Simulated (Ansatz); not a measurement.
**A ladder of methods for SO (SMILES O=S)**

The species is SO (2 atoms), meant as a triplet with charge 0. As SMILES, `O=S`. Geometry: the measured bond length.

```xyz
2

O     0.0000    0.0000    0.0000
S     0.0000    0.0000    1.4811
```

Quantity: the energy change with the O1–S2 bond stretched from 1.481 to 1.851 Å, in eV. The values are calculated.

| level | kind | program | value (eV) | CPU time (all runs) |
| --- | --- | --- | --- | --- |
| U-revPBE/STO-3G | GGA | Ansatz | 0.29 | 0.57 s |
| U-r2SCAN/STO-3G | meta-GGA | Ansatz | 0.64 | 1.5 s |
| UB3LYP/STO-3G | global hybrid | Ansatz | 0.71 | 0.61 s |
| UPBE0/STO-3G | global hybrid | Ansatz | 0.95 | 1.3 s |
| UCAM-B3LYP/STO-3G | range-separated hybrid | Ansatz | 1.06 | 0.82 s |
| UB2PLYP/STO-3G | double hybrid | Ansatz | 1.08 | 1 s |
| RPA@PBE/STO-3G | RPA | Ansatz | 0.06 | 0.71 s |
| UMP2/STO-3G | perturbation theory | Ansatz | 1.10 | 0.14 s |
| UCCSDT/STO-3G | coupled cluster or CI | Ansatz | 0.48 | 0.38 s |
| UCCSDTQ/STO-3G | coupled cluster or CI | Ansatz | 0.37 | 14 s |

The first shape isn't each level's own minimum. The values span 0.06 to 1.10 eV. Spin contamination of the reference (⟨S²⟩ at least 0.1 too high) touches UMP2/STO-3G, UCCSDT/STO-3G, UCCSDTQ/STO-3G. The coupled-cluster rows rest on a doubtful reference here (large T1 or Brueckner and Hartree–Fock orbitals at odds), and rows may lie in different states. All rows use very small basis sets, so none should be taken for the real molecule's value. Times are those of the runs behind each value, whatever else they computed, on shared processors of several kinds: orders of magnitude only.
